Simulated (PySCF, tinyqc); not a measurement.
MP2 on RHF in the sto-3g basis, frozen core, for CH+, spin multiplicity 1, step by step. The lowest restricted solution is unstable here: a spin-polarised one lies 0.0111 hartree lower (PySCF). Computed by tinyqc, a small Python program that keeps every step (integrals from PySCF). Settings: charge = 1, multiplicity = 1, basis = sto-3g, method = RHF, frozen orbitals = 1, energy threshold = 1e-10, iteration cap = 72, orthogonalisation = canonical, start = core, DIIS depth = 6. Command: `OMP_NUM_THREADS=1 python tinyqc.py 30538 30539 out.jsonl` (the two numbers bound the seeds that draw the settings). One thread of a shared host (Intel(R) Xeon(R) Processor @ 2.60GHz), about 0.09 s of CPU time with the checks. The early iterations of the SCF are left out here.

## One-electron integrals

Geometry (angstrom):
```
atom         x         y         z
C     0.000000  0.000000  0.000000
H     0.000000  0.000000  1.147000
```

Basis sto-3g: exponents (1/bohr^2) and contraction coefficients of normalised primitives:
```
element  l (shell)   exponent  coefficient
C            s (1)  71.616837     0.154329
C            s (1)  13.045096     0.535328
C            s (1)   3.530512     0.444635
C            s (2)   2.941249    -0.099967
C            s (2)   0.683483     0.399513
C            s (2)   0.222290     0.700115
C            p (3)   2.941249     0.155916
C            p (3)   0.683483     0.607684
C            p (3)   0.222290     0.391957
H            s (1)   3.425251     0.154329
H            s (1)   0.623914     0.535328
H            s (1)   0.168855     0.444635
```

Overlap, kinetic and nuclear-attraction integrals over the contracted functions; the nuclear repulsion is the sum of Za Zb / Rab.

nuclear repulsion = 2.76814583 hartree

overlap S, order 1C 1s, 1C 2s, 1C 2px, 1C 2py, 1C 2pz, 2H 1s:
$$\begin{pmatrix}
1.000000 & 0.248362 & 0.000000 & 0.000000 & 0.000000 & 0.054524 \\
0.248362 & 1.000000 & 0.000000 & 0.000000 & 0.000000 & 0.458457 \\
0.000000 & 0.000000 & 1.000000 & 0.000000 & 0.000000 & 0.000000 \\
0.000000 & 0.000000 & 0.000000 & 1.000000 & 0.000000 & 0.000000 \\
0.000000 & 0.000000 & 0.000000 & 0.000000 & 1.000000 & 0.447056 \\
0.054524 & 0.458457 & 0.000000 & 0.000000 & 0.447056 & 1.000000
\end{pmatrix}$$

kinetic energy T (hartree), order 1C 1s, 1C 2s, 1C 2px, 1C 2py, 1C 2pz, 2H 1s:
$$\begin{pmatrix}
15.891122 & -0.085890 & 0.000000 & 0.000000 & 0.000000 & -0.011902 \\
-0.085890 & 0.472250 & 0.000000 & 0.000000 & 0.000000 & 0.089219 \\
0.000000 & 0.000000 & 1.477728 & 0.000000 & 0.000000 & 0.000000 \\
0.000000 & 0.000000 & 0.000000 & 1.477728 & 0.000000 & 0.000000 \\
0.000000 & 0.000000 & 0.000000 & 0.000000 & 1.477728 & 0.227323 \\
-0.011902 & 0.089219 & 0.000000 & 0.000000 & 0.227323 & 0.760032
\end{pmatrix}$$

nuclear attraction V (hartree), order 1C 1s, 1C 2s, 1C 2px, 1C 2py, 1C 2pz, 2H 1s:
$$\begin{pmatrix}
-34.114099 & -4.306813 & 0.000000 & 0.000000 & -0.015295 & -0.963017 \\
-4.306813 & -5.641107 & 0.000000 & 0.000000 & -0.160404 & -2.194031 \\
0.000000 & 0.000000 & -5.560996 & 0.000000 & 0.000000 & 0.000000 \\
0.000000 & 0.000000 & 0.000000 & -5.560996 & 0.000000 & 0.000000 \\
-0.015295 & -0.160404 & 0.000000 & 0.000000 & -5.676164 & -2.011786 \\
-0.963017 & -2.194031 & 0.000000 & 0.000000 & -2.011786 & -3.947108
\end{pmatrix}$$

core Hamiltonian H = T + V (hartree), order 1C 1s, 1C 2s, 1C 2px, 1C 2py, 1C 2pz, 2H 1s:
$$\begin{pmatrix}
-18.222977 & -4.392703 & 0.000000 & 0.000000 & -0.015295 & -0.974919 \\
-4.392703 & -5.168857 & 0.000000 & 0.000000 & -0.160404 & -2.104812 \\
0.000000 & 0.000000 & -4.083268 & 0.000000 & 0.000000 & 0.000000 \\
0.000000 & 0.000000 & 0.000000 & -4.083268 & 0.000000 & 0.000000 \\
-0.015295 & -0.160404 & 0.000000 & 0.000000 & -4.198436 & -1.784463 \\
-0.974919 & -2.104812 & 0.000000 & 0.000000 & -1.784463 & -3.187076
\end{pmatrix}$$

## Two-electron integrals

Functions are numbered as in S; the eight-fold symmetry (ij|kl) = (ji|kl) = (kl|ij) leaves the list below.

Two-electron integrals (ij|kl) in chemists' order, unique and non-zero (hartree):
```
(11|11) 3.541948   (21|11) 0.576921   (21|21) 0.111888   (22|11) 0.854682
(22|21) 0.205284   (22|22) 0.624709   (31|31) 0.020296   (32|31) 0.030858
(32|32) 0.137996   (33|11) 0.852436   (33|21) 0.205335   (33|22) 0.624568
(33|33) 0.672833   (41|41) 0.020296   (42|41) 0.030858   (42|42) 0.137996
(43|43) 0.036269   (44|11) 0.852436   (44|21) 0.205335   (44|22) 0.624568
(44|33) 0.600295   (44|44) 0.672833   (51|51) 0.020296   (52|51) 0.030858
(52|52) 0.137996   (53|53) 0.036269   (54|54) 0.036269   (55|11) 0.852436
(55|21) 0.205335   (55|22) 0.624568   (55|33) 0.600295   (55|44) 0.600295
(55|55) 0.672833   (61|11) 0.127466   (61|21) 0.024571   (61|22) 0.044997
(61|33) 0.044842   (61|44) 0.044842   (61|51) 0.001504   (61|52) 0.002799
(61|55) 0.045322   (61|61) 0.005518   (62|11) 0.304093   (62|21) 0.074007
(62|22) 0.247600   (62|33) 0.241678   (62|44) 0.241678   (62|51) 0.007049
(62|52) 0.048452   (62|55) 0.259212   (62|61) 0.016954   (62|62) 0.128354
(63|31) 0.007547   (63|32) 0.039733   (63|53) 0.009493   (63|63) 0.015832
(64|41) 0.007547   (64|42) 0.039733   (64|54) 0.009493   (64|64) 0.015832
(65|11) 0.258420   (65|21) 0.063708   (65|22) 0.226007   (65|33) 0.214605
(65|44) 0.214605   (65|51) 0.012840   (65|52) 0.080811   (65|55) 0.248570
(65|61) 0.015286   (65|62) 0.139186   (65|65) 0.164030   (66|11) 0.452859
(66|21) 0.112099   (66|22) 0.426109   (66|33) 0.403454   (66|44) 0.403454
(66|51) 0.013508   (66|52) 0.124362   (66|55) 0.470908   (66|61) 0.026065
(66|62) 0.278444   (66|65) 0.333613   (66|66) 0.774606
```

## Orthogonalisation

S = U s U^T; canonical form X = U s^(-1/2), so that X^T S X = 1. Each column of U has its largest component positive (the first on a tie).

eigenvalues of S: [0.346694, 0.818285, 1.000000, 1.000000, 1.152050, 1.682971]

X, order 1C 1s, 1C 2s, 1C 2px, 1C 2py, 1C 2pz, 2H 1s:
$$\begin{pmatrix}
0.249508 & 0.784321 & 0.000000 & 0.000000 & 0.598192 & 0.193169 \\
-0.911931 & -0.526374 & 0.000000 & 0.000000 & 0.407678 & 0.417597 \\
0.000000 & 0.000000 & -0.156097 & 0.987742 & 0.000000 & 0.000000 \\
0.000000 & 0.000000 & 0.987742 & 0.156097 & 0.000000 & 0.000000 \\
-0.796757 & 0.532044 & 0.000000 & 0.000000 & -0.555263 & 0.338713 \\
1.164343 & -0.216260 & 0.000000 & 0.000000 & -0.188853 & 0.517454
\end{pmatrix}$$

Within a degenerate level the vectors are fixed only up to a rotation; this is one choice.

## Iteration 7 (converged): orbitals

converged F (hartree), order 1C 1s, 1C 2s, 1C 2px, 1C 2py, 1C 2pz, 2H 1s:
$$\begin{pmatrix}
-11.700301 & -3.111091 & 0.000000 & 0.000000 & -0.020442 & -0.697653 \\
-3.111091 & -1.921049 & 0.000000 & 0.000000 & -0.095312 & -0.868879 \\
0.000000 & 0.000000 & -0.288127 & 0.000000 & 0.000000 & 0.000000 \\
0.000000 & 0.000000 & 0.000000 & -0.288127 & 0.000000 & 0.000000 \\
-0.020442 & -0.095312 & 0.000000 & 0.000000 & -0.783217 & -0.673157 \\
-0.697653 & -0.868879 & 0.000000 & 0.000000 & -0.673157 & -0.846894
\end{pmatrix}$$

Diagonalise F' = X^T F X, C = X C', fill 3 alpha and 3 beta electrons from the bottom; D = 2 C_occ C_occ^T. Each column has its largest component positive (the first on a tie).

F' = X^T F X (hartree):
$$\begin{pmatrix}
0.002846 & -0.787733 & 0.000000 & 0.000000 & -0.497651 & -0.092168 \\
-0.787733 & -5.192240 & 0.000000 & 0.000000 & -4.771135 & -2.186021 \\
0.000000 & 0.000000 & -0.288127 & 0.000000 & 0.000000 & 0.000000 \\
0.000000 & 0.000000 & 0.000000 & -0.288127 & 0.000000 & 0.000000 \\
-0.497651 & -4.771135 & 0.000000 & 0.000000 & -6.088157 & -2.532949 \\
-0.092168 & -2.186021 & 0.000000 & 0.000000 & -2.532949 & -2.370721
\end{pmatrix}$$

orbital energies (hartree): MO1 -11.704882, MO2 -1.244507, MO3 -0.858312, MO4 -0.288127, MO5 -0.288127, MO6 0.159429

coefficients C, order 1C 1s, 1C 2s, 1C 2px, 1C 2py, 1C 2pz, 2H 1s:
$$\begin{pmatrix}
0.994245 & -0.230793 & 0.138250 & 0.000000 & 0.000000 & 0.107977 \\
0.023702 & 0.792899 & -0.605419 & 0.000000 & 0.000000 & -0.673419 \\
0.000000 & 0.000000 & 0.000000 & -0.071040 & 0.997473 & 0.000000 \\
0.000000 & 0.000000 & 0.000000 & 0.997473 & 0.071040 & 0.000000 \\
0.004721 & 0.228675 & 0.698082 & 0.000000 & 0.000000 & -0.895156 \\
-0.006355 & 0.296511 & 0.370711 & 0.000000 & 0.000000 & 1.216759
\end{pmatrix}$$

D after iteration 7, order 1C 1s, 1C 2s, 1C 2px, 1C 2py, 1C 2pz, 2H 1s:
$$\begin{pmatrix}
2.121805 & -0.486259 & 0.000000 & 0.000000 & 0.096854 & -0.047001 \\
-0.486259 & 1.991567 & 0.000000 & 0.000000 & -0.482408 & 0.021035 \\
0.000000 & 0.000000 & 0.000000 & 0.000000 & 0.000000 & 0.000000 \\
0.000000 & 0.000000 & 0.000000 & 0.000000 & 0.000000 & 0.000000 \\
0.096854 & -0.482408 & 0.000000 & 0.000000 & 1.079267 & 0.653122 \\
-0.047001 & 0.021035 & 0.000000 & 0.000000 & 0.653122 & 0.450771
\end{pmatrix}$$

Within a degenerate level the vectors are fixed only up to a rotation; this is one choice.

## Convergence

Stop when the energy changes by less than 1e-10 hartree and every element of the error matrix X^T (F D S - S D F) X is below 3e-06.

Course of the cycle:
```
iteration   E (hartree)     change  largest element of the error matrix
1          -36.96525850          -                             6.76e-01
2          -37.44276309  -4.78e-01                             1.56e-01
3          -37.45533620  -1.26e-02                             6.26e-03
4          -37.45539044  -5.42e-05                             1.56e-03
5          -37.45539237  -1.94e-06                             2.80e-05
6          -37.45539237  -3.51e-10                             5.50e-07
7          -37.45539237  -1.71e-13                             1.27e-10
```

PySCF RHF in the same basis = -37.45539237 hartree

Converged in 7 iterations.

## Integrals over molecular orbitals

(pq|rs) = sum C_ip C_jq C_kr C_ls (ij|kl), one index at a time.

one-electron integrals over orbitals h = C^T H C (hartree):
$$\begin{pmatrix}
-18.211126 & 0.349103 & -0.200356 & 0.000000 & 0.000000 & -0.152927 \\
0.349103 & -4.267127 & 0.164223 & 0.000000 & 0.000000 & 0.609162 \\
-0.200356 & 0.164223 & -3.937585 & 0.000000 & 0.000000 & 0.441331 \\
0.000000 & 0.000000 & 0.000000 & -4.083268 & 0.000000 & 0.000000 \\
0.000000 & 0.000000 & 0.000000 & 0.000000 & -4.083268 & 0.000000 \\
-0.152927 & 0.609162 & 0.441331 & 0.000000 & 0.000000 & -3.110433
\end{pmatrix}$$

Two-electron integrals over orbitals (pq|rs), unique and non-zero (hartree); the lowest 1 orbital is frozen and left out:
```
(22|22) 0.610763    (32|22) 0.050268    (32|32) 0.092216    (33|22) 0.514122
(33|32) -0.057849   (33|33) 0.625564    (42|42) 0.098770    (43|42) -0.044687
(43|43) 0.053505    (44|22) 0.566380    (44|32) -0.047371   (44|33) 0.566013
(44|44) 0.672833    (52|52) 0.098770    (53|52) -0.044687   (53|53) 0.053505
(54|54) 0.036269    (55|22) 0.566380    (55|32) -0.047371   (55|33) 0.566013
(55|44) 0.600295    (55|55) 0.672833    (62|22) -0.070839   (62|32) 0.023788
(62|33) -0.033880   (62|44) -0.106062   (62|55) -0.106062   (62|62) 0.102671
(63|22) -0.007569   (63|32) 0.070034    (63|33) -0.087231   (63|44) -0.076271
(63|55) -0.076271   (63|62) 0.063646    (63|63) 0.097922    (64|42) -0.039821
(64|43) 0.003448    (64|64) 0.027023    (65|52) -0.039821   (65|53) 0.003448
(65|65) 0.027023    (66|22) 0.580240    (66|32) 0.089454    (66|33) 0.495964
(66|44) 0.489884    (66|55) 0.489884    (66|62) 0.012567    (66|63) 0.057674
(66|66) 0.663078
```

## Second-order Moller-Plesset energy

Hartree-Fock energy = -37.45539237 hartree

E2 = sum_ijab (ia|jb) [2 (ia|jb) - (ib|ja)] / (e_i + e_j - e_a - e_b) over occupied i, j and virtual a, b; the opposite-spin part is (ia|jb)^2 / denominator, the rest is same-spin, and SCS-MP2 scales them by 6/5 and 1/3.

Terms:
```
i  j  a  b    (ia|jb)    (ib|ja)  denominator       term
2  2  4  4   0.098770   0.098770    -1.912758  -0.005100
2  2  5  5   0.098770   0.098770    -1.912758  -0.005100
3  3  6  6   0.097922   0.097922    -2.035482  -0.004711
2  2  6  6   0.102671   0.102671    -2.807872  -0.003754
3  3  4  4   0.053505   0.053505    -1.140369  -0.002510
3  3  5  5   0.053505   0.053505    -1.140369  -0.002510
2  3  6  6   0.063646   0.063646    -2.421677  -0.001673
3  2  6  6   0.063646   0.063646    -2.421677  -0.001673
2  3  4  4  -0.044687  -0.044687    -1.526564  -0.001308
3  2  4  4  -0.044687  -0.044687    -1.526564  -0.001308
2  3  5  5  -0.044687  -0.044687    -1.526564  -0.001308
3  2  5  5  -0.044687  -0.044687    -1.526564  -0.001308
```

Pair energies (hartree; pair i-j sums ij and ji):
```
pair  opposite spin  same spin
2-2       -0.013955   0.000000
3-2       -0.008578   0.000000
3-3       -0.009732   0.000000
```

MP2 correlation energy = -0.03226404 hartree

SCS-MP2 correlation energy = -0.03871685 hartree

MP2 total energy = -37.48765641 hartree
